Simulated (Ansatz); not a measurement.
**H3NaSSi (SMILES [Na][S][SiH3]): one structure at several levels**

One table from this session's results is given with a row withheld; the runs are named, their logs left out.

Computed with Ansatz 0.2.0, Gaussian basis. Level: single points in def2-TZVPP.

Cores are frozen in the correlated methods. The outer core shell of Li, Na, Mg and K is correlated.

**Where the work starts**

SMILES `[Na][S][SiH3]`, 6 atoms, charge 0, spin multiplicity 1.

Atoms are counted from 1 here; the program's logs count them from 0.

Bond lengths: Na1–S2 2.497 Å, S2–Si3 2.104 Å, Si3–H4 1.500 Å, Si3–H5 1.445 Å, Si3–H6 1.462 Å. Angles: Na1–S2–Si3 120.8°, S2–Si3–H4 109.0°, S2–Si3–H5 106.8°, S2–Si3–H6 110.4°, H4–Si3–H5 109.7°, H4–Si3–H6 109.0°, H5–Si3–H6 111.8°.

As a file:

```
Na   -1.9829   -2.3576    0.9871
S    -1.4045   -0.2924   -0.2924
Si    0.5236    0.5408   -0.1767
H     1.5149   -0.4460   -0.7175
H     0.5160    1.7269   -1.0014
H     0.8648    0.8476    1.2111
```

The first run:

run/in.yaml

```yaml
crystal:
  periodic: [false, false, false]
  atoms:
    - {symbol: Na, position_ang: [-1.982900, -2.357600, 0.987100]}
    - {symbol: S, position_ang: [-1.404500, -0.292400, -0.292400]}
    - {symbol: Si, position_ang: [0.523600, 0.540800, -0.176700]}
    - {symbol: H, position_ang: [1.514900, -0.446000, -0.717500]}
    - {symbol: H, position_ang: [0.516000, 1.726900, -1.001400]}
    - {symbol: H, position_ang: [0.864800, 0.847600, 1.211100]}
basis:
  gaussian: {orbitals: def2-TZVPP}
correlation: {method: ccsd_t}
output: {forces: true}
```

The command line of these runs was not kept.

Among the steps run: CCSD(T)/def2-TZVPP; PBE0-D4/def2-TZVPP; wB97M-V/def2-TZVPP; r2SCAN-D4/def2-TZVPP; PBE-D4/def2-TZVPP; HSE06-D4/def2-TZVPP; SPW92/def2-TZVPP.

One of the session's tables, all rows but one given; the rest of the session is left out.

| method | RMS force component (eV/Å) | angle to CCSD(T) forces (°) | dipole (D) |
| --- | --- | --- | --- |
| CCSD(T) | 0.457 | reference | 9.21 |
| PBE0-D4 | 0.486 | 5.6 | 8.93 |
| wB97M-V | ? | ? | ? |
| r2SCAN-D4 | 0.480 | 5.0 | 9.08 |
| PBE-D4 | 0.495 | 12.8 | 8.50 |
| HSE06-D4 | 0.485 | 5.5 | 8.91 |
| SPW92 | 0.530 | 11.7 | 8.53 |

Estimate the missing values for wB97M-V.

As computed: RMS force component (eV/Å): 0.437; angle to CCSD(T) forces (°): 4.6; dipole (D): 8.97. In the column «RMS force component (eV/Å)» it is the lowest.
